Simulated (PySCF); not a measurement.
C₅H₁₂N (doublet state).
Structure used (GFN2-xTB), in Å, numbered top down from 1:
```
atom  x, y, z in Å
C1    -0.6938    1.3955   -0.2873
C2    -0.9428   -0.0511   -0.4337
C3    -2.3499   -0.4394    0.0419
N4     0.0056   -0.8688    0.3431
C5     1.3811   -0.8783   -0.0998
C6     2.2044    0.3572    0.2706
H7    -0.7778    1.8500    0.6825
H8    -0.3374    1.9967   -1.1008
H9    -0.8245   -0.3531   -1.4801
H10   -3.1015    0.0406   -0.5785
H11   -2.4679   -1.5177   -0.0169
H12   -2.4973   -0.1257    1.0725
H13   -0.0457   -0.6126    1.3247
H14    1.8493   -1.7641    0.3453
H15    1.3790   -1.0111   -1.1850
H16    3.2166    0.2700   -0.1167
H17    2.2550    0.4685    1.3527
H18    1.7390    1.2498   -0.1461
```

The hyperfine couplings belong to this conformer and change with its torsions.

Identity: `[CH2][C@H](C)NCC` [radical].

Computed, not measured: UKS B3LYP, pcH-1 on C H N, non-relativistic, mean-field spin-orbit, GIAO in PySCF. The structure is a single GFN2-xTB conformer in the gas phase; no vibrational or solvent corrections. Couplings are sensitive to structure, and on GFN2-xTB geometries they can be far from those on DFT ones. The SCF solution wasn't tested for stability.

Largest spin populations (Mulliken): C1 (+1.05), N4 (+0.08) and C2 (-0.08). No atom but C1 exceeds +0.15. The angles at C1 add up to 359.7°, so it is planar; its axial dipolar tensor and the negative couplings of its protons fit spin in a p orbital normal to that plane.

Problem. Find Q in a(H) = Q·ρ(C) for the protons on the planar carbons that carry spin.

Solution. 
```csv
H,C,ρ(C),a(H) (G),a/ρ (G)
H7,C1,+1.047,-21.64,-20.7
H8,C1,+1.047,-22.35,-21.3
```

These protons share one ρ (within 0.01), so their mean ratio, Q = -21.0 G, is no test of linearity. In every row coupling and population have opposite signs.

Couplings in gauss use g_iso = 2.0026.
